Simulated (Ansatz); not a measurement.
Results of PBE-D3(BJ) (Ansatz, a program for electronic structure, plane waves, PAW) for tetragonal perovskite BaTiO₃ (room-temperature form, which distorts further on cooling).

Run with plane-wave cutoff 520 eV, 8×8×8 k mesh, Fermi–Dirac smearing 0.01 eV, no spin polarisation, scalar-relativistic PAW data made under PBE.

The volume scan:

| V (Å³/atom) | E − E_lowest (meV/atom) |
|---|---|
| 12.409 | 8.30 |
| 12.667 | 1.93 |
| 12.926 | 0.00 |
| 13.184 | 1.69 |
| 13.443 | 6.26 |

Q: What bulk modulus B0 and pressure derivative B′ does a third-order Birch–Murnaghan fit give?

A: V0 = 12.925 Å³/atom, B0 = 112 GPa, B′ = 9.7 (fit to the energies at full precision).

Shape and atoms are relaxed at each volume.

Note: the relaxation could not lower the start's symmetry, so the cell can be a saddle point above a distorted one; the bulk modulus comes from volumes at which shape and atoms were relaxed.

Spin–orbit coupling is not included.

The result took about 8 core-minutes (a rough figure).
